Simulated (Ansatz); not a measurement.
Geometry optimisation, RKS PBE0/def2-SVP in Ansatz.

input.yaml

```yaml
crystal:
  periodic: [false, false, false]
  atoms:
    - { symbol: Si, position_ang: [0.355732, -0.015419, -0.094331] }
    - { symbol: F, position_ang: [0.707755, 0.017978, 1.476945] }
    - { symbol: H, position_ang: [1.652866, 0.029075, -0.82824] }
    - { symbol: H, position_ang: [-0.461075, 1.172935, -0.467275] }
    - { symbol: H, position_ang: [-0.355234, -1.279985, -0.418131] }
    - { symbol: Si, position_ang: [-2.792913, 0.013927, 1.26741] }
    - { symbol: H, position_ang: [-2.913298, -0.88274, 0.080575] }
    - { symbol: H, position_ang: [-3.69554, -0.484023, 2.349187] }
    - { symbol: H, position_ang: [-3.206744, 1.39507, 0.87955] }
    - { symbol: H, position_ang: [-1.404047, 0.033182, 1.755211] }
basis:
  gaussian: { orbitals: def2-SVP }
hamiltonian:
  xc: pbe0
relax:
  f_tol: 0.03
  max_steps: 50
output:
  orbitals: {}
```

Run as:

```bash
$ ansatz run input.yaml --threads 2 --pin off --max-ram 3072MiB --backend cpu --events-out ev --progress --plain --runs-dir out
```

Question: Where does it end, and by what steps?

Answer: The forces met the threshold. After 5 steps the energy has fallen by 0.157 eV; H5 moved furthest, 0.42 Å.

| step | energy less start (eV) | largest force component (eV/Å) | accepted |
| --- | --- | --- | --- |
| 0 | 0.0000 | 0.789 | yes |
| 1 | -0.1269 | 0.311 | yes |
| 2 | -0.1480 | 0.242 | yes |
| 3 | -0.1553 | 0.187 | yes |
| 4 | -0.1569 | 0.061 | yes |
| 5 | -0.1575 | 0.003 | yes |

```xyz
10
Properties=species:S:1:pos:R:3
Si 0.691 -0.029 -0.250
F 1.009 0.021 1.344
H 1.978 0.095 -0.989
H -0.211 1.106 -0.591
H 0.036 -1.329 -0.564
Si -3.124 0.027 1.413
H -3.219 -0.861 0.216
H -4.075 -0.447 2.461
H -3.469 1.425 1.017
H -1.730 -0.008 1.945
```

Whether the end is a true minimum wasn't checked by a vibrational analysis.

The run took 11 s on 2 threads of Arm Neoverse V1, with other jobs on the host, peak memory 0.16 GiB.
